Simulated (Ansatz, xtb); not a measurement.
# C5H9N: which of two isomers lies lower

Structure X: `CC1=C(N)CC1`, a singlet. Structure Y: `C[C@@H]1CC=C1N`, a singlet. Both are isolated molecules in the gas phase, relaxed with r2SCAN-D4/def2-SVP; the shapes shown needn't be the lowest conformers.

X (Å):

```yaml
atoms:
  - { symbol: C, position_ang: [1.4343, 0.1618, -0.6738] }
  - { symbol: C, position_ang: [0.0022, 0.5604, -0.6554] }
  - { symbol: C, position_ang: [-1.1205, 0.1663, -1.3129] }
  - { symbol: C, position_ang: [-2.0208, 1.1700, -0.6387] }
  - { symbol: C, position_ang: [-0.7356, 1.6335, 0.1232] }
  - { symbol: N, position_ang: [-1.4237, -0.7235, -2.3239] }
  - { symbol: H, position_ang: [1.6079, -0.7025, -1.3356] }
  - { symbol: H, position_ang: [2.0881, 0.9805, -1.0278] }
  - { symbol: H, position_ang: [1.7966, -0.1140, 0.3334] }
  - { symbol: H, position_ang: [-2.3607, -1.1130, -2.2796] }
  - { symbol: H, position_ang: [-0.7276, -1.4456, -2.4851] }
  - { symbol: H, position_ang: [-2.4673, 1.9301, -1.3046] }
  - { symbol: H, position_ang: [-2.8189, 0.7508, 0.0014] }
  - { symbol: H, position_ang: [-0.4422, 2.6794, -0.0878] }
  - { symbol: H, position_ang: [-0.7778, 1.5030, 1.2212] }
```

Y (Å):

```yaml
atoms:
  - { symbol: C, position_ang: [-0.1129, 1.3416, 0.6142] }
  - { symbol: C, position_ang: [-0.5731, 0.1440, -0.2032] }
  - { symbol: C, position_ang: [0.5314, -0.6444, -0.9899] }
  - { symbol: C, position_ang: [-0.2173, -0.2543, -2.2482] }
  - { symbol: C, position_ang: [-1.1719, 0.4265, -1.5657] }
  - { symbol: N, position_ang: [-2.3397, 1.0886, -1.8579] }
  - { symbol: H, position_ang: [0.4583, 1.0224, 1.5011] }
  - { symbol: H, position_ang: [0.5343, 1.9989, 0.0096] }
  - { symbol: H, position_ang: [-0.9656, 1.9425, 0.9747] }
  - { symbol: H, position_ang: [-1.2074, -0.5219, 0.4131] }
  - { symbol: H, position_ang: [0.5740, -1.7233, -0.7494] }
  - { symbol: H, position_ang: [1.5479, -0.2242, -0.8685] }
  - { symbol: H, position_ang: [-0.0546, -0.4738, -3.3070] }
  - { symbol: H, position_ang: [-2.4565, 1.3809, -2.8230] }
  - { symbol: H, position_ang: [-2.6080, 1.8120, -1.1986] }
```

Quicker runs give these differences E(Y) − E(X): GFN2-xTB +6.57 kJ/mol; HF/STO-3G +12.25 kJ/mol (at GFN2-xTB geometries); r2SCAN-D4/def2-SVP//GFN2-xTB +4.29 kJ/mol.

Task: Estimate E(Y) − E(X) at the level CCSD(T)/def2-SVP + ΔMP2/def2-TZVPP.

Result: CCSD(T)/def2-SVP + ΔMP2/def2-TZVPP gives E(Y) − E(X) = +6.46 kJ/mol, slightly favouring structure X, which is too small a margin to settle the true order.

How the difference moves with the method:

```
                             level            geometry  E(Y) − E(X) (kJ/mol)  departure from the last row (kJ/mol)  job, with rough time for the two
                          GFN2-xTB            GFN2-xTB                   +6.57                                 +0.11              optimisation, 0.62 s
                         HF/STO-3G            GFN2-xTB                  +12.25                                 +5.80               single point, 1.4 s
      r2SCAN-D4/def2-SVP//GFN2-xTB            GFN2-xTB                   +4.29                                 −2.17                single point, 11 s
                r2SCAN-D4/def2-SVP  r2SCAN-D4/def2-SVP                   +8.77                                 +2.31             optimisation, 2.2 min
                       HF/def2-SVP  r2SCAN-D4/def2-SVP                   +9.04                                 +2.58           part of the CCSD(T) run
                      MP2/def2-SVP  r2SCAN-D4/def2-SVP                   +6.37                                 −0.09           part of the CCSD(T) run
                  CCSD(T)/def2-SVP  r2SCAN-D4/def2-SVP                   +6.02                                 −0.44                      single point
CCSD(T)/def2-SVP + ΔMP2/def2-TZVPP  r2SCAN-D4/def2-SVP                   +6.46                                                   single point, 2.6 min
```

As drawn, both hold the same kinds of bond in the same numbers.

The largest departure from CCSD(T)/def2-SVP + ΔMP2/def2-TZVPP is that of HF/STO-3G, 5.80 kJ/mol. The last row adds to CCSD(T) the change of the MP2 difference between the two basis sets, here +0.44 kJ/mol.

With thermal terms from frequencies at re-optimised GFN2-xTB minima (ideal gas, soft modes damped towards free rotors, one conformer each, 298.15 K, 1 atm): on the last row, ΔE + ΔZPE = +7.46, ΔH = +6.63, ΔG = +9.17 kJ/mol.

The correlated steps freeze 6 core orbitals. Mirror images aren't counted in ΔG. Programs: Ansatz 0.2.0, xtb 6.7.1; the last row on 2 threads of Intel(R) Xeon(R) Processor @ 2.50GHz (Skylake/Cascade Lake) on a shared host.
